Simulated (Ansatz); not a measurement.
# [PH4]+ (phosphonium): CCSDT/6-31G

What is the energy change on altering one bond length of [PH4]+ (phosphonium) at CCSDT/6-31G? 

Program for the calculation: Ansatz 0.2.0.

### 1 Starting point

[PH4]+ has 5 atoms, charge +1, and is taken as a singlet. As SMILES, `[PH4+]`. The shape is that of a GFN2-xTB optimisation.

Bond lengths: P1–H2 1.375 Å, P1–H3 1.375 Å, P1–H4 1.375 Å, P1–H5 1.375 Å. Angles: H2–P1–H3 109.5°, H2–P1–H4 109.5°, H2–P1–H5 109.5°, H3–P1–H4 109.5°, H3–P1–H5 109.5°, H4–P1–H5 109.5°.

### 2 A single-point energy at CCSDT/6-31G

input.yaml

```yaml
crystal:
  periodic: [false, false, false]
  atoms:
    - {symbol: P, position_ang: [-0.000020, -0.000000, 0.000050]}
    - {symbol: H, position_ang: [1.357460, -0.061330, 0.210450]}
    - {symbol: H, position_ang: [-0.617320, -1.016050, 0.691010]}
    - {symbol: H, position_ang: [-0.261860, -0.133750, -1.343340]}
    - {symbol: H, position_ang: [-0.478250, 1.211140, 0.441830]}
basis:
  gaussian: {orbitals: 6-31G}
total_charge: 1
correlation: {method: ccsdt, frozen_orbitals: {H: 0, P: 5}}
accuracy: high
scf: {omitted_lower_state_checks: [cluster_reference, increment]}
```

Run with:

```bash
$ ansatz run input.yaml --threads 1 --pin off --max-ram 2610MiB --events-out events.jsonl --progress --plain --runs-dir runs
```

Log (excerpt; [...] marks lines left out):

```text
Warning: RAYON_NUM_THREADS=1 ignored (pool sized by the plan → 1); use --threads N
Functional definition: HF
  name "HF"
[...]
478 factors; integrals over basis functions are off by at most 3.8e-9 eV
[...]
mean field -9325.23093475 eV, -342.6959159835 hartree, gradient 4.6e-9 eV, S^2 0.000000; 0 other end points of the search recorded, 0 dependent functions left out
5 core orbitals not correlated: weight in the atoms' cores, before any rotation towards them, 1.000 or more for the frozen orbitals, at most 0.000 for the correlated occupied ones
reference -9325.23093475 eV, -342.6959159835 hartree; 4, 4 occupied and 12, 12 virtual orbitals, 478 factors
second order -1.79499077 eV of doubles, -0.00000000 eV of singles
cycle   1  -2.22456296 eV  change   -4.3e-1 eV  update   5.0e-2
[...]
cycle  17  -2.45208442 eV  change  -7.5e-10 eV  update  3.0e-10
Total energy: -9327.68301917 eV, -342.7860284239 hartree
Checks for a lower state left out: cluster_reference, increment
```

Wall time 0.36 s (1 thread of AMD EPYC 7R43 (Zen 3), shared host).

### 3 The distorted shape at the same level

job.yaml

```yaml
crystal:
  periodic: [false, false, false]
  atoms:
    - {symbol: P, position_ang: [0.154283, 0.253976, -0.172665]}
    - {symbol: H, position_ang: [1.511763, 0.192646, 0.037735]}
    - {symbol: H, position_ang: [-0.617320, -1.016050, 0.691010]}
    - {symbol: H, position_ang: [-0.107557, 0.120226, -1.516055]}
    - {symbol: H, position_ang: [-0.323947, 1.465116, 0.269115]}
basis:
  gaussian: {orbitals: 6-31G}
scf: {omitted_lower_state_checks: [cluster_reference, increment]}
total_charge: 1
accuracy: high
correlation: {method: ccsdt, frozen_orbitals: {H: 0, P: 5}}
```

Run with:

```bash
$ ansatz run job.yaml --threads 1 --pin off --max-ram 2610MiB --events-out events.jsonl --progress --plain --runs-dir runs
```

Log (excerpt; [...] marks lines left out):

```text
Warning: RAYON_NUM_THREADS=1 ignored (pool sized by the plan → 1); use --threads N
[... 2 set-up lines as earlier in the session ...]
[...]
476 factors; integrals over basis functions are off by at most 4.1e-9 eV
[...]
mean field -9324.43792023 eV, -342.6667732374 hartree, gradient 3.1e-8 eV, S^2 0.000000; 0 other end points of the search recorded, 0 dependent functions left out
5 core orbitals not correlated: weight in the atoms' cores, before any rotation towards them, 1.000 or more for the frozen orbitals, at most 0.000 for the correlated occupied ones
reference -9324.43792023 eV, -342.6667732374 hartree; 4, 4 occupied and 12, 12 virtual orbitals, 476 factors
second order -1.92785342 eV of doubles, -0.00000000 eV of singles
cycle   1  -2.39589741 eV  change   -4.7e-1 eV  update   5.8e-2
[...]
cycle  18  -2.67828115 eV  change  -9.2e-10 eV  update  4.3e-10
Total energy: -9327.11620138 eV, -342.7651982544 hartree
Checks for a lower state left out: cluster_reference, increment
```

It took 0.4 s on 1 thread of AMD EPYC 7R43 (Zen 3), shared host.

### 4 Outcome

Level: CCSDT/6-31G, 5 core orbitals frozen.

```
                                                         quantity          value
                                        first shape: total energy  -342.78603 Eh
         first shape: correlation energy (5 core orbitals frozen)      -90.1 mEh
                                       first shape: T1 diagnostic          0.004
                                    distorted shape: total energy  -342.76520 Eh
     distorted shape: correlation energy (5 core orbitals frozen)      -98.4 mEh
                                   distorted shape: T1 diagnostic          0.006
energy change with the P1–H3 bond stretched from 1.375 to 1.719 Å       0.567 eV
```

With the P1–H3 bond stretched from 1.375 to 1.719 Å the energy rises by 0.57 eV (54.7 kJ/mol). The first shape isn't relaxed at this level, so the change isn't measured from a minimum.
